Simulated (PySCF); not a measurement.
# A diatomic session: Cl2−

The task here is to estimate one member of a computed series from the others.

Method: Cl aug-cc-pVDZ-DK, spin-free X2C with a Gaussian nucleus; program: PySCF 2.14.0.

1 further run of the same task is left out (set aside as unsound or not needed).

The first run:

Settings of the job:

* atoms: Cl, Cl
* charge: -1
* basis: Cl aug-cc-pVDZ-DK
* Hamiltonian: spin-free X2C with a Gaussian nucleus
* basis functions: 54
* electrons treated: 35
* masses in u: 34.9689, 34.9689
* levels: PBE0, PBE, r²SCAN, r²SCAN0, MN15, B3LYP, LC-ωPBE, HF, MP2, SCS-MP2, CCSD, CCSD(T)
* grid: 80 radial by 434 angular points
* occupations: held fixed by the projection of orbital angular momentum
* dissociation limit: Cl + Cl−, each in its ground configuration
* starting distance in angstrom: 2.040
* values of 2S to try: 1, 3

Steps of the session up to this table: The job; PBE0 along the bond; PBE; r²SCAN; r²SCAN0; MN15 (hybrid meta-GGA); B3LYP (global hybrid GGA); LC-ωPBE; UHF (mean field); Adding correlation.

One of the session's tables, all rows but one given; the rest of the session is left out.

```
      level  ωe (%)
        UHF    +0.4
    UHF-MP2    +3.7
UHF-SCS-MP2    +2.4
   UHF-CCSD    +0.5
        PBE   -22.4
     r²SCAN   -16.6
      B3LYP   -18.3
       PBE0       ?
    r²SCAN0    -6.6
       MN15   -10.5
    LC-ωPBE    +5.0
```

Estimate the missing values for PBE0.

**Answer.** ωe (%): -9.9. In the column «ωe (%)» it lies between MN15 (-10.5) and r²SCAN0 (-6.6).
